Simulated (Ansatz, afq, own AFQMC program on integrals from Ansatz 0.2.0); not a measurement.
# SiGeH$_{3}$, quartet in cc-pVQZ, levels against AFQMC with the constraint released

```yaml
atoms:
  - { symbol: Si, position_ang: [0.0000, 0.0181, 1.6516] }
  - { symbol: Ge, position_ang: [0.0000, -0.0284, -0.7002] }
  - { symbol: H, position_ang: [0.0000, 1.1857, 2.5806] }
  - { symbol: H, position_ang: [0.0000, -1.2094, 2.4992] }
  - { symbol: H, position_ang: [0.0000, 1.5656, -0.6371] }
```

Connectivity, by distances: SiH2–GeH.

Basis cc-pVQZ. Only valence electrons are correlated. AFQMC by an in-house program on the Cholesky factors that Ansatz 0.2.0 writes for its CCSD(T) run. ph-AFQMC/CISD is guided by a CISD state made of CCSD amplitudes; releasing the constraint for a short imaginary time cuts its bias at the price of noise, slowly where states lie close. ± is one standard error of the sampling. No spin–orbit coupling.

Determinant: UHF, the one that the program's search chose, which needn't be the lowest solution. The geometry is a PBE0/def2-TZVP stationary point of this or a neighbouring charge and spin state.

No full CI on the walks' own integrals is used here. The released AFQMC energy serves as the reference, which it does only where one determinant dominates, the energy is flat over the last release times and near the phaseless one (40 meV or 2 meV an electron, half that with transition metals). On small molecules, where full CI could be run and the noise was under 10 meV, such values lay within 10 meV of it in 19 cases of 20, a flattering rate, since the rule was set on those same cases; what remains of the bias isn't in the error bar.

Cautions: no relativity below Rb; no spin-orbit coupling; inner d shell frozen; another spin lies lower; the released value is read at 2.40 1/Eh (meV from the phaseless value at times in 1/Eh: -12 ± 5 at 0.24, -22 ± 4 at 0.51, -28 ± 5 at 0.99, -35 ± 8 at 1.62, -34 ± 10 at 2.40).

```
T1 diagnostic                               : 0.0204
weight of the determinant in the CISD state : 0.864
⟨S²⟩ of the determinant                     : 3.784
size of the correlated space                : 11 electrons in 198 orbitals
```

```
  level  correlation energy (eV)
    MP2                  -5.3520
   CCSD                  -6.3325
CCSD(T)                  -6.5884
```

Task: Estimate where AFQMC with the constraint released lies against CCSD(T) on the same integrals.

Result: 5.4 ± 0.9 kJ/mol below CCSD(T).

Reference: AFQMC with the constraint released, correlation energy -6.644 ± 0.010 eV.

```csv
level,E − E(reference) (kJ/mol),share of correlation (%)
CCSD(T),5.4 ± 0.9,99.16
ph-AFQMC/CISD,3.3 ± 1.0,99.49
```

A walk keeps the symmetry of its determinant, which the program's search chose and which needn't be the lowest solution, so a lower state of the same spin and another symmetry isn't excluded. Released energies are given only where the last usable release times agree within the noise; a slower fall can still hide under it.
